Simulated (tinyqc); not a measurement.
Inside a calculation. Method: coupled-perturbed Hartree-Fock on RHF in the sto-6g basis, for H2F+, spin multiplicity 1. One step of it, computed by the program tinyqc.

Task: Coupled step 2. U_ai = -(mu_ai + sum_bj [4 (ai|bj) - (ab|ij) - (aj|bi)] U_bj) / (e_a - e_i); alpha = -4 sum U_ai mu_ai.

U after step 1:
```
          i1        i2        i3         i4        i5
a6  0.000363  0.045798  0.000000  -0.394021  0.000000
a7  0.000000  0.000000  0.395280   0.000000  0.000000
```

dipole integrals <a|z|i> (bohr):
```
           i1        i2         i3        i4        i5
a6  -0.026051  0.024125   0.000000  0.365977  0.000000
a7   0.000000  0.000000  -0.524989  0.000000  0.000000
```

orbital energies (hartree): MO1 -26.895909, MO2 -1.990006, MO3 -1.111911, MO4 -1.013957, MO5 -0.997941, MO6 -0.095269, MO7 0.063788

Two-electron integrals over orbitals (pq|rs), unique and non-zero (hartree):
```
(11|11) 5.381807    (21|11) -0.522085   (21|21) 0.081928    (22|11) 1.230706
(22|21) -0.021977   (22|22) 0.863873    (31|31) 0.017579    (32|31) 0.025327
(32|32) 0.152596    (33|11) 0.970232    (33|21) -0.007813   (33|22) 0.745843
(33|33) 0.713375    (41|11) 0.114358    (41|21) -0.015799   (41|22) 0.011289
(41|33) 0.003926    (41|41) 0.028384    (42|11) -0.091578   (42|21) 0.007106
(42|22) -0.007246   (42|33) -0.006745   (42|41) 0.031217    (42|42) 0.164471
(43|31) -0.002860   (43|32) 0.008529    (43|43) 0.047666    (44|11) 1.157698
(44|21) -0.013339   (44|22) 0.822324    (44|33) 0.700574    (44|41) -0.009638
(44|42) -0.082191   (44|44) 0.880396    (51|51) 0.030368    (52|51) 0.039359
(52|52) 0.184583    (53|53) 0.037202    (54|51) -0.007997   (54|52) -0.029468
(54|54) 0.052215    (55|11) 1.265984    (55|21) -0.013687   (55|22) 0.886936
(55|33) 0.734076    (55|41) 0.002845    (55|42) -0.048620   (55|44) 0.832352
(55|55) 0.998085    (61|11) 0.202603    (61|21) -0.033221   (61|22) 0.005470
(61|33) 0.002024    (61|41) -0.005888   (61|42) -0.018220   (61|44) 0.010943
(61|55) 0.005030    (61|61) 0.019448    (62|11) -0.273478   (62|21) 0.007940
(62|22) -0.136418   (62|33) -0.082721   (62|41) -0.016764   (62|42) -0.045131
(62|44) -0.098999   (62|55) -0.141118   (62|61) 0.004126    (62|62) 0.068701
(63|31) -0.003486   (63|32) 0.026565    (63|43) 0.019602    (63|63) 0.073005
(64|11) -0.273240   (64|21) 0.003293    (64|22) -0.149825   (64|33) -0.085913
(64|41) -0.006142   (64|42) 0.005434    (64|44) -0.154864   (64|55) -0.153105
(64|61) 0.001399    (64|62) 0.058509    (64|64) 0.076832    (65|51) -0.012649
(65|52) -0.049093   (65|54) -0.009850   (65|65) 0.023104    (66|11) 0.656100
(66|21) -0.005355   (66|22) 0.543096    (66|33) 0.532891    (66|41) 0.013993
(66|42) 0.062179    (66|44) 0.518360    (66|55) 0.522386    (66|61) -0.004177
(66|62) -0.044202   (66|64) -0.022249   (66|66) 0.528726    (71|31) 0.017034
(71|32) 0.023674    (71|43) -0.002859   (71|63) -0.003156   (71|71) 0.016517
(72|31) 0.017900    (72|32) 0.071637    (72|43) -0.018956   (72|63) -0.023569
(72|71) 0.016792    (72|72) 0.057973    (73|11) 0.433081    (73|21) -0.007867
(73|22) 0.222836    (73|33) 0.166415    (73|41) -0.001035   (73|42) -0.051994
(73|44) 0.206290    (73|55) 0.239370    (73|61) 0.004311    (73|62) -0.067498
(73|64) -0.089349   (73|66) 0.013374    (73|73) 0.164560    (74|31) -0.006391
(74|32) -0.049532   (74|43) 0.007038    (74|63) -0.044357   (74|71) -0.006187
(74|72) -0.010882   (74|74) 0.046271    (75|53) 0.025770    (75|75) 0.020020
(76|31) -0.009249   (76|32) -0.089537   (76|43) -0.050532   (76|63) -0.091702
(76|71) -0.008821   (76|72) 0.002201    (76|74) 0.060107    (76|76) 0.167932
(77|11) 0.778404    (77|21) -0.007219   (77|22) 0.599469    (77|33) 0.597463
(77|41) 0.002684    (77|42) 0.005713    (77|44) 0.577571    (77|55) 0.587937
(77|61) 0.002097    (77|62) -0.042328   (77|64) -0.031216   (77|66) 0.524092
(77|73) 0.070938    (77|77) 0.562814
```

Give: U after step 2; polarisability.

Result:

U after step 2:
```
        i1      i2      i3       i4      i5
a6  0.0004  0.0517  0.0000  -0.4145  0.0000
a7  0.0000  0.0000  0.3996   0.0000  0.0000
```

polarisability = 1.4409 bohr^3
